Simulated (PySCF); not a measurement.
Species: C₄H₇N.
Numbering: `[H]/[N:5]=[CH:4]\[CH2:3][CH:2]=[CH2:1]` (hydrogens: H6, H7 on C1; H8 on C2; H9, H10 on C3; H11 on C4; H12 on N5)

The same species was optimised twice, with GFN2-xTB and with PBE0-D3(BJ)/def2-SVP (PySCF), and the same property calculations (PySCF, gas phase) were run on both structures.

```tsv
coordinate	GFN2-xTB	PBE0-D3(BJ)/def2-SVP	change
C4–H11 (Å)	1.087	1.105	+0.018
C1–H6 (Å)	1.078	1.095	+0.017
C1–H7 (Å)	1.077	1.093	+0.016
C2–H8 (Å)	1.082	1.097	+0.015
C4=N5 (Å)	1.251	1.266	+0.015
C1=C2 (Å)	1.320	1.333	+0.013
C3–H9 (Å)	1.093	1.104	+0.011
C3–H10 (Å)	1.094	1.105	+0.011
N5–H12 (Å)	1.021	1.028	+0.007
C3–C4 (Å)	1.507	1.509	+0.002
C2–C3 (Å)	1.499	1.500	+0.001
C4–N5–H12 (°)	115.2	110.0	-5.2
C2–C3–C4 (°)	109.1	111.7	+2.6
H9–C3–H10 (°)	109.3	107.6	-1.7
C1–C2–H8 (°)	120.5	119.2	-1.3
C4–C3–H10 (°)	109.7	108.8	-0.9
H6–C1–H7 (°)	116.3	117.1	+0.8
N5–C4–H11 (°)	116.6	117.4	+0.8
C3–C2–H8 (°)	115.1	115.8	+0.7
C1–C2–C3–C4 (°)	105	114	+9
C2–C3–C4–N5 (°)	118	120	+2
```

Rotational constants: A = 18563, B = 2514, C = 2475 MHz (GFN2-xTB) against A = 20219, B = 2396, C = 2376 MHz (PBE0-D3(BJ)/def2-SVP). Point groups within 0.08 Å: C1 and C1.

On the GFN2-xTB structure: lowest singlet, TDDFT (eV) 5.04 [PBE0/def2-SVPD]; lowest triplet, Tamm–Dancoff (eV) 4.15 [PBE0/def2-SVPD]; isotropic polarisability (au) 57.6 [PBE0/def2-SVPD]; HOMO (eV) -7.27 [PBE0/def2-SVPD]; LUMO (eV) -0.57 [PBE0/def2-SVPD]; dipole (D) 2.28 [PBE0/def2-SVPD]; HOMO (eV) -7.21 [PBE0/pcSseg-1]; LUMO (eV) -0.43 [PBE0/pcSseg-1]; dipole (D) 2.25 [PBE0/pcSseg-1]; GIAO shielding of C1 (ppm) 61.0 [PBE0/pcSseg-1]; GIAO shielding of C2 (ppm) 46.2 [PBE0/pcSseg-1]; GIAO shielding of C3 (ppm) 132.5 [PBE0/pcSseg-1]; GIAO shielding of C4 (ppm) 12.2 [PBE0/pcSseg-1]; GIAO shielding of N5 (ppm) -95.2 [PBE0/pcSseg-1].

Task: What do these properties become on the PBE0-D3(BJ)/def2-SVP structure?

Result: 
```
                                    property           level  on GFN2-xTB  on PBE0-D3(BJ)/def2-SVP  change
                  lowest singlet, TDDFT (eV)  PBE0/def2-SVPD         5.04                     5.18   +0.14
           lowest triplet, Tamm–Dancoff (eV)  PBE0/def2-SVPD         4.15                     4.18   +0.03
               isotropic polarisability (au)  PBE0/def2-SVPD         57.6                     58.6    +1.0
                                   HOMO (eV)  PBE0/def2-SVPD        -7.27                    -7.47   -0.20
                                   LUMO (eV)  PBE0/def2-SVPD        -0.57                    -0.65   -0.08
                                  dipole (D)  PBE0/def2-SVPD         2.28                     2.42   +0.14
energy, GFN2-xTB geometry as zero (kcal/mol)  PBE0/def2-SVPD          0.0                     -1.2    -1.2
                                   HOMO (eV)   PBE0/pcSseg-1        -7.21                    -7.42   -0.21
                                   LUMO (eV)   PBE0/pcSseg-1        -0.43                    -0.52   -0.09
                                  dipole (D)   PBE0/pcSseg-1         2.25                     2.39   +0.14
energy, GFN2-xTB geometry as zero (kcal/mol)   PBE0/pcSseg-1          0.0                     -1.0    -1.0
                  GIAO shielding of C1 (ppm)   PBE0/pcSseg-1         61.0                     56.9    -4.1
                  GIAO shielding of C2 (ppm)   PBE0/pcSseg-1         46.2                     43.2    -3.0
                  GIAO shielding of C3 (ppm)   PBE0/pcSseg-1        132.5                    130.5    -2.0
                  GIAO shielding of C4 (ppm)   PBE0/pcSseg-1         12.2                      6.9    -5.3
                  GIAO shielding of N5 (ppm)   PBE0/pcSseg-1        -95.2                    -98.9    -3.7
```

The heavy atoms differ by 0.074 Å rms after alignment. Among all bonds C1–H6 and C4–H11 change most and about equally (+0.017 to +0.018 Å). Changes are differences of the printed values. Neither structure is proved a minimum here.

The values belong to the conformer `[H]/[N:5]=[CH:4]\[CH2:3][CH:2]=[CH2:1]`: C1–C2–C3–C4 114°, C2–C3–C4–N5 120°.
